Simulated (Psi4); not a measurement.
# AlH2ClO (SMILES [OH][AlH][Cl]): a chain of runs

We compute a structure relaxation (CAM-B3LYP-D3(BJ)/cc-pVDZ), then the harmonic vibrations, then the energy (SCS-MP2/aug-cc-pVDZ) of AlH2ClO. 

The results are computed with Psi4 1.11.

## 1. The structure to begin with

AlH2ClO has 5 atoms, charge 0, and is taken as a singlet. SMILES: `[OH][AlH][Cl]`. The shape is that of a PBE0-D4/def2-TZVP optimisation. This is one conformer, not always the lowest. The run starts from this shape.

Bond lengths: O1–Al2 1.684 Å, Al2–Cl3 2.096 Å, O1–H4 0.956 Å, Al2–H5 1.563 Å. Angles: O1–Al2–Cl3 119.8°, O1–Al2–H5 119.3°, Cl3–Al2–H5 120.9°, Al2–O1–H4 124.3°.

## 2. A geometry optimisation at CAM-B3LYP-D3(BJ)/cc-pVDZ (density fitting) (run 1)

alclh2o.dat

```
memory 1.6 GB

molecule {
  O     -1.110100     0.370900    -0.514400
  Al     0.431000     0.184900     0.137500
  Cl     1.114900    -1.725400     0.662800
  H     -1.719500    -0.349100    -0.669500
  H      1.333500     1.445000     0.342200
  symmetry c1
}

set geom_maxiter 60

e, wfn = optimize('cam-b3lyp-d3(bj)/cc-pVDZ', return_wfn=True)
```

On the command line:

```
$ psi4 -i alclh2o.dat -o alclh2o.out -n 1
```

alclh2o.out:

```text
[...]
  Running in c1 symmetry.
[...]
  Nuclear repulsion =  129.301590769676494
[...]
  Multiplicity = 1
[...]
  Nalpha       = 20
  Nbeta        = 20
[...]
    Number of basis functions: 60
[...]
   @DF-RKS iter   1:  -778.98078474343015   -4.76642e-01   1.15143e-02 DIIS/ADIIS
[...]
   @DF-RKS iter   7:  -779.16817643683839   -2.95586e-12   8.77780e-09 DIIS
[...]
    Orbital Energies [Eh]
    ---------------------
    Doubly Occupied:
       1A   -101.597618     2A    -56.173829     3A    -19.213225
       4A     -9.517880     5A     -7.277672     6A     -7.273839
       7A     -7.273119     8A     -4.258458     9A     -2.814504
      10A     -2.811062    11A     -2.807916    12A     -1.061665
      13A     -0.888371    14A     -0.584059    15A     -0.481951
      16A     -0.426538    17A     -0.407354    18A     -0.400098
      19A     -0.386303    20A     -0.379071
[...]
  @DF-RKS Final Energy:  -779.16817643683839
   => Energetics <=
    Nuclear Repulsion Energy =            127.6013026078294530
    One-Electron Energy =               -1331.9627611586138300
    Two-Electron Energy =                 467.9063924228445330
    DFT Exchange-Correlation Energy =     -42.7106262001287931
    Empirical Dispersion Energy =          -0.0024841087697718
    VV10 Nonlocal Energy =                  0.0000000000000000
    Total Energy =                       -779.1681764368383938
[...]
 Multipole Moments:
 ------------------------------------------------------------------------------------
     Multipole            Electronic (a.u.)      Nuclear  (a.u.)        Total (a.u.)
 ------------------------------------------------------------------------------------
 L = 1.  Multiply by 2.5417464519 to convert [e a0] to [Debye]
 Dipole X            :          1.5240340           -1.8396018           -0.3155678
 Dipole Y            :         -2.4683618            2.4828636            0.0145017
 Dipole Z            :          0.9481490           -1.0733225           -0.1251735
 Magnitude           :                                                    0.3397966
[...]
  -Total Gradient:
     Atom            X                  Y                   Z
    ------   -----------------  -----------------  -----------------
       1        0.000202772214    -0.000150485401     0.000024541462
       2       -0.000396976706     0.000151932851     0.000063957119
       3        0.000098130694    -0.000218724166     0.000001433477
       4       -0.000009645014     0.000036831204    -0.000014477615
       5       -0.000016079458    -0.000010164797    -0.000100540002
[...]
    Final optimized geometry and variables:
    Molecular point group: c1
    Full point group: C1
    Geometry (in Angstrom), charge = 0, multiplicity = 1:
    O           -1.538201555757     0.988500610853    -0.754884216681
    AL           0.025747524444     0.800658931648    -0.091125940476
    CL           0.719070676691    -1.136939133752     0.438735593000
    H           -2.151145256374     0.262262260243    -0.911140564621
    H            0.924363034814     2.063006825178     0.108368630404
    Psi4 run time: 0:00:26.43
[...]
```

The script printed:

```text
Optimizer: Optimization complete!
```

It took 28 s on 1 thread of AMD EPYC 7B13 (Zen 3), shared host; peak memory 0.5 GiB.

The path in brief:

| step | energy from the first frame kept (eV) | largest force (eV/Å) |
| --- | --- | --- |
| 0 | 0.0000 | 0.7369 |
| 1 | -0.0176 | 0.1424 |
| 2 | -0.0184 | 0.0241 |
| 3 | -0.0184 | 0.0161 |
| 4 | -0.0184 | 0.0221 |

After the run. Bond lengths: O1–Al2 1.709 Å, Al2–Cl3 2.125 Å, O1–H4 0.963 Å, Al2–H5 1.562 Å. Angles: O1–Al2–Cl3 119.7°, O1–Al2–H5 119.1°, Cl3–Al2–H5 121.1°, Al2–O1–H4 124.2°.

## 3. The harmonic vibrations at CAM-B3LYP-D3(BJ)/cc-pVDZ (density fitting) (run 2)

calc.py

```python
import psi4

psi4.set_memory('1600 MB')
psi4.set_num_threads(1)
psi4.set_output_file('alclh2o.out', False)

m = psi4.geometry("""
0 1
O     -1.132118     0.384338    -0.525651
Al     0.431831     0.196497     0.138107
Cl     1.125154    -1.741101     0.667968
H     -1.745062    -0.341900    -0.681908
H      1.330447     1.458845     0.337601
units angstrom
""")

psi4.set_options({
    'basis': 'cc-pVDZ',
    't': 298.15,
    'rotational_symmetry_number': 1,
})

e_tot, wfn = psi4.frequencies("cam-b3lyp-d3bj", return_wfn=True)
print(f'total energy {e_tot:.8f} hartree = {e_tot * 27.211386:.5f} eV')
print('wavenumbers / cm^-1:', wfn.frequencies().np.round(1))
for k in ('ZPVE', 'ENTHALPY', 'GIBBS FREE ENERGY'):
    print(f'{k}: {psi4.variable(k):.8f} Eh')
```

On the command line:

```
$ python calc.py
```

alclh2o.out (excerpt; [...] marks lines left out):

```text
[...]
  Running in c1 symmetry.
[...]
  Nuclear repulsion =  127.601318071113823
[...]
  Multiplicity = 1
[...]
  Nalpha       = 20
  Nbeta        = 20
[...]
    Number of basis functions: 60
[...]
   @DF-RKS iter   1:  -778.98224324358773   -5.15490e-01   1.14487e-02 DIIS/ADIIS
[...]
   @DF-RKS iter  11:  -779.16817592095811   -1.36424e-12   5.06196e-09 DIIS
[...]
  @DF-RKS Final Energy:  -779.16817592095811
   => Energetics <=
    Nuclear Repulsion Energy =            127.6048493975369382
    One-Electron Energy =               -1331.9692164606431106
    Two-Electron Energy =                 467.9094540540397134
    DFT Exchange-Correlation Energy =     -42.7107787163045245
    Empirical Dispersion Energy =          -0.0024841955871710
    VV10 Nonlocal Energy =                  0.0000000000000000
    Total Energy =                       -779.1681759209579923
[...]
 Multipole Moments:
[...]
  -Total Gradient:
     Atom            X                  Y                   Z
    ------   -----------------  -----------------  -----------------
       1        0.000021861298    -0.000357142033    -0.000058135209
       2       -0.000395541846     0.000181010188     0.000120288939
       3        0.000103130291    -0.000227529552    -0.000013549451
       4        0.000213403478     0.000267672995     0.000058537782
       5       -0.000064437539    -0.000054569908    -0.000132117957
[...]
  ==> Harmonic Vibrational Analysis <==
[...]
  Freq [cm^-1]                 199.5513            388.6094            497.7614
[...]
  IR activ [km/mol]            27.0447             220.3488            36.7251
[...]
  Freq [cm^-1]                 499.1930            606.2854            681.8772
[...]
  IR activ [km/mol]            40.4485              4.0196             378.1544
[...]
  Freq [cm^-1]                 879.2080           2007.9101           3907.5372
[...]
  IR activ [km/mol]            72.2885             90.8328             100.5995
[...]
  Total E_0, Enthalpy at 0 [K]                                                         -779.14615127 [Eh]
[...]
  Total H, Enthalpy at  298.15 [K]                                                     -779.14070638 [Eh]
[...]
  Total G, Gibbs energy at  298.15 [K]                                                 -779.17349630 [Eh]
[...]
```

The script printed:

```text
Warning: used thermodynamics relations inappropriate for low-frequency modes: ['199.5513' '388.6094' '497.7614' '499.1930' '606.2854']
total energy -779.16817644 hartree = -21202.24601 eV
wavenumbers / cm^-1: [ 199.6  388.6  497.8  499.2  606.3  681.9  879.2 2007.9 3907.5]
ZPVE: 0.02202517 Eh
ENTHALPY: -779.14070638 Eh
GIBBS FREE ENERGY: -779.17349630 Eh
```

Wall time 2.3 min (1 thread of AMD EPYC 7B13 (Zen 3), shared host); peak memory 0.49 GiB.

## 4. The energy at SCS-MP2/aug-cc-pVDZ (density fitting) (run 3)

calc.in

```
memory 1600 MB

molecule {
  0 1
  O
  Al 1 1.709326
  Cl 2 2.125026 1 119.70538
  H 1 0.963088 2 124.22498 3 0.14916
  H 2 1.562316 1 119.14722 4 179.8487
}

set basis aug-cc-pVDZ
set freeze_core true

energy("scs-mp2")
print_variables()
```

On the command line:

```
$ psi4 -i calc.in -o calc.out -n 1
```

calc.out:

```text
[...]
  Running in c1 symmetry.
[...]
  Nuclear repulsion =  127.601317058282874
[...]
  Multiplicity = 1
[...]
  Nalpha       = 20
  Nbeta        = 20
[...]
    Number of basis functions: 95
[...]
   @RHF iter   1:  -777.47524465423487   -8.71498e-01   5.61683e-03 DIIS/ADIIS
[...]
   @RHF iter  11:  -777.59224299095524   -4.77485e-12   3.35099e-09 DIIS
[...]
    Orbital Energies [Eh]
    ---------------------
    Doubly Occupied:
       1A   -104.822657     2A    -58.534662     3A    -20.565202
       4A    -10.550568     5A     -8.017479     6A     -8.015520
       7A     -8.015384     8A     -4.944426     9A     -3.260262
      10A     -3.258991    11A     -3.257271    12A     -1.319829
      13A     -1.080534    14A     -0.698279    15A     -0.574509
      16A     -0.526972    17A     -0.512990    18A     -0.483217
      19A     -0.469931    20A     -0.458194
[...]
  @RHF Final Energy:  -777.59224299095524
   => Energetics <=
    Nuclear Repulsion Energy =            127.6013170582828735
    One-Electron Energy =               -1331.6533664195949314
    Two-Electron Energy =                 426.4598063703568869
    Total Energy =                       -777.5922429909552420
[...]
 Multipole Moments:
 ------------------------------------------------------------------------------------
     Multipole            Electronic (a.u.)      Nuclear  (a.u.)        Total (a.u.)
 ------------------------------------------------------------------------------------
 L = 1.  Multiply by 2.5417464519 to convert [e a0] to [Debye]
 Dipole X            :         -0.0106278            0.0047621           -0.0058657
 Dipole Y            :         -2.2434131            2.2518130            0.0083999
 Dipole Z            :          2.1363946           -2.3727790           -0.2363844
 Magnitude           :                                                    0.2366063
[...]
	SCS-MP2 Total Energy (a.u.)        :  -777.99927189923983
	SOS-MP2 Total Energy (a.u.)        :  -777.96384215097078
	SCSN-MP2 Total Energy (a.u.)       :  -777.77931206181654
[...]
	SOS-PI-MP2 Total Energy (a.u.)     :  -778.02577534430668
[...]
	MP2 Total Energy (a.u.)            :  -778.00819820244237
[...]
```

Wall time 14 s (1 thread of AMD EPYC 7B13 (Zen 3), shared host); peak memory 0.51 GiB.

## 5. Summary of results

| quantity | value |
| --- | --- |
| run 1, CAM-B3LYP-D3(BJ)/cc-pVDZ: total energy at the end | -779.16818 Eh |
| run 1, CAM-B3LYP-D3(BJ)/cc-pVDZ: dipole moment | 0.86 D |
| run 1, CAM-B3LYP-D3(BJ)/cc-pVDZ: HOMO energy | -10.32 eV |
| run 1, CAM-B3LYP-D3(BJ)/cc-pVDZ: LUMO energy | 0.21 eV |
| run 1, CAM-B3LYP-D3(BJ)/cc-pVDZ: HOMO–LUMO gap | 10.52 eV |
| run 1, CAM-B3LYP-D3(BJ)/cc-pVDZ: dispersion energy | -6.52 kJ/mol |
| run 2, CAM-B3LYP-D3(BJ)/cc-pVDZ: lowest harmonic wavenumber | 200 cm⁻¹ |
| run 2, CAM-B3LYP-D3(BJ)/cc-pVDZ: highest harmonic wavenumber | 3908 cm⁻¹ |
| run 2, CAM-B3LYP-D3(BJ)/cc-pVDZ: zero-point energy | 57.8 kJ/mol |
| run 2, CAM-B3LYP-D3(BJ)/cc-pVDZ: ideal-gas entropy at 298.15 K (symmetry number 1 as used) | 69.0 cal/(mol K) |
| run 3, SCS-MP2/aug-cc-pVDZ: total energy | -777.99927 Eh |
| run 3, SCS-MP2/aug-cc-pVDZ: HOMO energy (Hartree–Fock orbitals) | -12.47 eV |
| run 3, SCS-MP2/aug-cc-pVDZ: LUMO energy (Hartree–Fock orbitals) | 0.78 eV |
| run 3, SCS-MP2/aug-cc-pVDZ: HOMO–LUMO gap (Hartree–Fock orbitals) | 13.25 eV |
| run 3, SCS-MP2/aug-cc-pVDZ: correlation energy (11 core orbitals frozen) | -407.0 mEh |

In words: The optimisation (run 1, CAM-B3LYP-D3(BJ)/cc-pVDZ) took 5 steps and changed the energy by -0.018 eV. All 9 modes (run 2, CAM-B3LYP-D3(BJ)/cc-pVDZ) are real, so the shape is a minimum at this level.
